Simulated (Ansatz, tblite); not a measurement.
**Ladder of methods for the band gap of zinc-blende GaP**

Reference value: 2.43 eV (measured, zero-point renormalisation of 0.08 eV added back here (the table's ZPR column); inputs from Chen et al. (2018), doi:10.1103/physrevmaterials.2.073803).

### Question
What do GFN2-xTB, LDA+SOC, PBE, PBE-D4, rVV10, r²SCAN, HSE06+SOC, PBE0, Hartree–Fock give, and how far is each from the reference?

### Answer

```tsv
level (code)	value (eV)	cell (Å³/atom)	error (eV)
GFN2-xTB (tblite)	1.19	22.99	-1.24
LDA+SOC (Ansatz)	1.41 (indirect)	20.24	-1.02
PBE (Ansatz)	1.59 (indirect)	20.24	-0.84
PBE-D4 (Ansatz)	1.58	20.05	-0.85
rVV10 (Ansatz)	1.33	21.08	-1.10
r²SCAN (Ansatz)	1.84 (indirect)	20.24	-0.59
HSE06+SOC (Ansatz)	2.22 (indirect)	20.24	-0.21
PBE0 (Ansatz)	2.91 (indirect)	20.24	+0.48
Hartree–Fock (Ansatz)	7.58 (indirect)	20.24	+5.15
```

Leaving aside GFN2-xTB (doubt noted below): Closest of the ranked levels: HSE06+SOC (-0.21 eV). Farthest off among them: Hartree–Fock (+5.15 eV).

Semilocal Kohn–Sham gaps run low as a rule, and all computed gaps are for a static lattice, while measured ones hold electron–phonon shifts unless said otherwise. Levels without +SOC have no spin–orbit coupling; where heavier elements are present it shifts gaps, mostly down, and can invert bands.  GFN2-xTB, PBE-D4, rVV10: the gap is read on the k mesh or supercell of the run alone and can be too large. GFN2-xTB: the method was fitted mainly to molecules. Values are at the measured cell; GFN2-xTB at the level's own relaxed cell; PBE-D4 at the level's own equilibrium cell; rVV10 at the level's own equilibrium cell. Cutoffs and k meshes differ between the levels. Ansatz's density-functional and Hartree–Fock values are scalar-relativistic unless marked +SOC, with PAW data made under PBE.

Differences are worked out from the printed values.

Ansatz is a first-principles code.
